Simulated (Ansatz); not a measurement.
# Si2F+ (singlet): from Hartree-Fock to the top rungs, cc-pVDZ

The task here is to estimate one member of a computed series from the others.

Method: cc-pVDZ, core rule «outside noble gas», up to 11 orbitals frozen; program: Ansatz 0.2.0, Gaussian basis.

To be run: UHF; CCSD(T) on RHF; CCSD(T) on UHF; BCCD(T) on RHF; CISD; CCSDT(Q) on RHF; CCSDT(Q) on UHF.

29 further runs of the same task are left out: 8 for a known fault of the program, 7 that didn't finish, 14 set aside as unsound or not needed.

## The system

The geometry is a PBE0/def2-TZVP stationary point (not a proven minimum) of the parent state, kept for this charge and spin.

3 atoms, charge 1, spin multiplicity 1.

Atoms are counted from 1 here; the program's logs count them from 0.

Bond lengths: F1–Si2 1.592 Å, Si2–Si3 2.130 Å. Angles: F1–Si2–Si3 180.0°.

Set-up of the first run:

Contents of in.yaml:

```yaml
crystal:
  periodic: [false, false, false]
  atoms:
    - {symbol: F, position_ang: [0.000000, 0.000000, -1.771600]}
    - {symbol: Si, position_ang: [0.000000, 0.000000, -0.179400]}
    - {symbol: Si, position_ang: [0.000000, 0.000000, 1.951000]}
basis:
  gaussian: {orbitals: cc-pVDZ}
total_charge: 1
magnetization: {spin_polarized: true, initial_magnetization: 0}
hamiltonian: {xc: hf}
output: {orbitals: {seedname: orbitals}}
```

Started as:

```sh
$ ansatz run in.yaml --threads 1 --pin off --events-out ev --progress --plain --max-ram 2393MiB
```

Steps of the session up to this table: UHF; CCSD(T) on RHF; CCSD(T) on UHF; BCCD(T) on RHF; CISD; CCSDT(Q) on RHF; CCSDT(Q) on UHF.

One of the session's tables, all rows but one given; the rest of the session is left out.

| method | from RCCSDT(Q) (meV) |
| --- | --- |
| RHF | +10291.6 |
| UHF | +9317.2 |
| RMP2 | +1358.4 |
| UMP2 | +775.7 |
| CISD | +1653.4 |
| RCCSD | +541.7 |
| UCCSD | ? |
| RCCSD(T) | +199.1 |
| UCCSD(T) | -317.3 |
| BCCD(T) | +191.5 |
| RCCSDT | +99.2 |
| UCCSDT | -515.5 |
| RCCSDT(Q) | 0 |
| UCCSDT(Q) | -627.5 |

Estimate the missing values for UCCSD.

The run gave: from RCCSDT(Q) (meV): +27.0. In the column «from RCCSDT(Q) (meV)» it lies between RCCSDT(Q) (0) and RCCSDT (+99.2).

The program flags UCCSD(T), RCCSDT(Q), UCCSDT(Q) as in doubt (see the logs), so the zero of the table is itself unsure.

Limits of these values: The determinant is far from a pure spin state, so its energy mixes those of several spin states (harmless only where they are near-degenerate, as at dissociation). The report flags that the cluster equations may have other roots. The program flags UCCSD(T), RCCSDT(Q), UCCSDT(Q) as in doubt, so the zero of the table is itself unsure. Warnings: restricted reference is unstable; spin contamination; large T1 diagnostic. Restricted and unrestricted rows rest on different reference determinants; where their highest levels disagree by more than a few hundredths of an eV, they describe different states and don't form one ladder.
